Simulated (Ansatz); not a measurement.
Two structures of AlH2ClO, singlet, reached by relaxing down either side of one saddle point (PBE0-D4/def2-TZVP). Energies are electronic, without zero-point energy. Ansatz 0.2.0; basis: def2-TZVPP and def2-QZVPP; cores frozen in the correlated methods. Extrapolation: Hartree–Fock as exp(−7.88 √X), correlation as X^−2.97. First:

Al1  (-0.258, -0.414, 0.026)
O2  (0.356, 0.855, -0.895)
H3  (-1.112, -1.522, -0.671)
Cl4  (0.130, -0.489, 2.084)
H5  (0.885, 1.569, -0.543)
(Å)

Second:

```csv
atom,x (Å),y (Å),z (Å)
Al1,-0.4521,-1.3865,0.7044
O2,0.1254,0.0733,-0.8174
H3,-0.3835,0.2709,-1.6105
Cl4,0.3694,0.1454,2.0808
H5,0.3408,0.8970,-0.3573
```

(1) Which bonds change from the first to the second?

(2) Give the saddle point's structure and its height above each. (Judge from chemistry; the value comes from the calculation.)

The T1 diagnostic stays at or below 0.017. The restricted Hartree–Fock reference is unstable towards an unrestricted one at one or more of these structures.

Results:

(1) AlH₂ClO ([OH][AlH][Cl]) → AlCl + H₂O (still joined by a long Al–O bond); bonds formed: O2–H3; bonds broken: Al1–H3; bonds weakened to dative contacts: Al1–O2.

(2) By the calculation: 3.131 eV above the first and 1.479 eV above the second (CCSD(T) at an estimated basis limit (MP2 extrapolated from triple and quadruple zeta, plus CCSD(T) − MP2 in triple zeta)).
```tsv
atom	x (Å)	y (Å)	z (Å)
Al1	-0.2604	-0.8319	0.4413
O2	0.3210	0.3612	-0.7960
H3	-0.6661	-0.4517	-1.1837
Cl4	0.2405	-0.4012	2.4551
H5	0.3650	1.3237	-0.9167
```

Labels in which every atom is bracketed show which atoms are joined, not bond orders.

For scale, one of the runs: CCSD(T)/def2-TZVPP, 143 basis functions, launched by `ansatz run in.yaml --threads 2 --pin off --events-out ev --progress --plain --max-ram 4352MiB`. The run took 9.5 s on 2 CPU threads of an Arm Neoverse V2 (shared host), with 0.77 GiB of host memory at its peak.
